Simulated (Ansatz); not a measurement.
Born–Oppenheimer molecular dynamics of H5OSSi (8 atoms, charge 1, multiplicity 1). It starts from a relaxed structure.

Method: Ansatz 0.2.0, RKS PBE-D4/def2-SVP.

```
ensemble                      : NVE (velocity Verlet)
time step                     : 0.5 fs
steps asked                   : 300
starting velocities drawn for : 400 K
seed                          : 738608
```

First frame:

```xyz
8
Properties=species:S:1:pos:R:3
Si -0.782 1.045 -0.523
O 0.168 -0.011 0.587
S 0.871 -1.388 0.180
H -1.880 0.183 -1.054
H 0.180 1.487 -1.577
H -1.200 2.095 0.445
H 2.143 -1.210 0.703
H 0.499 -2.200 1.240
```

Q: How far do the bonds stretch over the last three quarters of this one trajectory? (Pairs bonded in most of those frames.)

A: 
```
  bond  mean (Å)  spread (Å)  shortest  longest
Si1–O2     1.806       0.026      1.76     1.85
Si1–H4     1.493       0.024      1.46     1.53
Si1–H5     1.500       0.019      1.47     1.53
Si1–H6     1.491       0.035      1.44     1.55
 O2–S3     1.595       0.028      1.54     1.64
 S3–H7     1.398       0.067      1.30     1.49
 S3–H8     1.389       0.012      1.37     1.41
```

Mean temperature of the second half: 214 K. The conserved energy stayed within 0.25 meV per atom of its start (net change 0.17 meV per atom), so the integration is sound. The temperature averaged 0.54 of the 400 K drawn at the start: a run that starts near a minimum puts about half its kinetic energy into the potential. A run of 0.15 ps of so small a system gives no equilibrium averages. Limits of this set-up: the dipole of an ion depends on the origin.

The run took 7.2 min on 1 thread of Arm Neoverse V2 (shared host), peak memory 0.12 GiB.
